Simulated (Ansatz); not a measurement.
A made-up structure of Si2NH3, closed shell:

```xyz
6
angstrom
N 1.2831 -2.4497 1.3567
Si 0.6326 -1.2080 0.6690
Si -0.3439 0.6567 -0.3637
H 1.9582 -2.7767 2.0478
H 0.6608 1.2063 -1.3024
H -0.6794 1.6192 0.7105
```

It is relaxed with PBE-D4/def2-SVP and then PBE0-D4/def2-TZVP (Ansatz 0.2.0). Atoms count as bonded within 1.22 times the sum of their covalent radii (H–H: 0.88 Å). The end point is not checked to be a true minimum.

(1) Does its bonding change? (A judgement: the text doesn't fix the answer.)

## Answers

(1) Computed: No: no bond forms or breaks.

Where it ends: The first stage lowers the energy by 0.80 eV in 8 steps. It ends as Si₂NH₃ ([NH][Si][SiH2]):
N1  (1.296, -2.083, 1.356)
Si2  (0.580, -0.948, 0.616)
Si3  (-0.628, 0.599, -0.552)
H4  (1.849, -2.729, 1.876)
H5  (0.815, 0.909, -0.976)
H6  (-0.401, 1.298, 0.797)
(Å)

Labels in which every atom is bracketed show which atoms are joined, not bond orders.

For scale, one of the runs: PBE0-D4/def2-TZVP relaxation, 123 basis functions, launched by `ansatz run in.yaml --threads 2 --pin off --events-out ev --progress --plain --max-ram 4352MiB`. Hardware: 2 CPU threads of an Arm Neoverse V1, shared host. Wall time about 22 s.
